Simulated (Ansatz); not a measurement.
# CHN (singlet): the correlation ladder at distance N1–C2 = 1.881 Å, 6-31G

Aim: climb from Hartree-Fock through coupled cluster and multireference methods for CHN (singlet) at one geometry and basis, and see what each rung misses.

Method: 6-31G, core rule «outside noble gas», up to 2 orbitals frozen; program: Ansatz 0.2.0, Gaussian basis.

Plan: UHF; CCSD(T) on RHF; CCSD(T) on UHF; BCCD(T) on RHF; CISD; CCSDT(Q) on RHF; CCSDT(Q) on UHF; CISDTQ; CCSDTQ on RHF; CASSCF and MRCISD+Q, 2 electrons in 2 orbitals; CASSCF and NEVPT2, 2 electrons in 2 orbitals; CASSCF and MRCISD+Q, 10 electrons in 9 orbitals; CASSCF and NEVPT4(SD), 10 electrons in 9 orbitals; CASSCF and NEVPT2, 10 electrons in 9 orbitals; Full CI.

20 further runs of the same task are left out: 16 that didn't finish, 4 set aside as unsound or not needed.

### 1 The system

The geometry derives from a PBE0/def2-TZVP stationary point (not a proven minimum). One bond is set to the value named and the two fragments are kept rigid.

3 atoms, charge 0, spin multiplicity 1.

Atoms are counted from 1 here; the program's logs count them from 0.

Bond lengths: N1–H3 0.997 Å.

### 2 UHF

in.yaml

```yaml
crystal:
  periodic: [false, false, false]
  atoms:
    - {symbol: N, position_ang: [0.000000, 0.000000, 0.294670]}
    - {symbol: C, position_ang: [0.000000, 0.000000, -1.586330]}
    - {symbol: H, position_ang: [0.000000, 0.000000, 1.291659]}
basis:
  gaussian: {orbitals: 6-31G}
magnetization: {spin_polarized: true, initial_magnetization: 0}
hamiltonian: {xc: hf}
output: {orbitals: {seedname: orbitals}}
```

Run with:

```bash
ansatz run in.yaml --threads 1 --pin off --events-out ev --progress --plain --max-ram 2393MiB
```

After this run come: CCSD(T) on RHF; CCSD(T) on UHF; BCCD(T) on RHF; CISD; CCSDT(Q) on RHF; CCSDT(Q) on UHF; CISDTQ; CCSDTQ on RHF; CASSCF and MRCISD+Q, 2 electrons in 2 orbitals; CASSCF and NEVPT2, 2 electrons in 2 orbitals; CASSCF and MRCISD+Q, 10 electrons in 9 orbitals; CASSCF and NEVPT4(SD), 10 electrons in 9 orbitals; CASSCF and NEVPT2, 10 electrons in 9 orbitals; Full CI.

**Question.** What will the summary of the whole plan be? Wanted: FCI below the RHF energy; RMP2 from FCI; UMP2 from FCI; RCCSD from FCI; RCCSD(T) from FCI; UCCSD(T) from FCI; RCCSDT(Q) from FCI; UCCSDT(Q) from FCI; NEVPT2 pair from FCI.

**Answer**, as computed:

| quantity | value |
| --- | --- |
| FCI below the RHF energy | -8.8267 eV |
| RMP2 from FCI | -55.0 kJ/mol |
| UMP2 from FCI | +201.9 kJ/mol |
| RCCSD from FCI | +114.8 kJ/mol |
| RCCSD(T) from FCI | -5.7 kJ/mol |
| UCCSD(T) from FCI | +30.4 kJ/mol |
| RCCSDT(Q) from FCI | +7.5 kJ/mol |
| UCCSDT(Q) from FCI | +5.9 kJ/mol |
| NEVPT2 pair from FCI | +176.3 kJ/mol |
| MRCISD+Q pair from FCI | +55.8 kJ/mol |
| NEVPT2 valence from FCI | +44.7 kJ/mol |
| levels within 1 kcal/mol (43 meV) | RCCSDTQ, MRCISD+Q valence |
| T1 diagnostic | 0.064 |
| effectively unpaired electrons | 1.06 |

**Reading.** RCCSD(T) lands -5.7 kJ/mol from the yardstick (0.7 % of the correlation energy). CCSD(T) misses by -5.7 kJ/mol on the restricted determinant and by +30.4 kJ/mol on the unrestricted one; the two need not hold the same state or core. RMP2, RCCSD(T), BCCD(T) fall below full CI, which methods that aren't variational can do. The occupations show strong static correlation (1.1 unpaired electrons where one determinant has 0). Coupled cluster on one determinant still stays close here. Of the multireference levels listed MRCISD+Q valence comes nearest in total energy (+3.1 kJ/mol), which doesn't show that its space is the better one. Coupled cluster took another determinant than the lowest Hartree-Fock one. These misses are within one basis, not against nature.
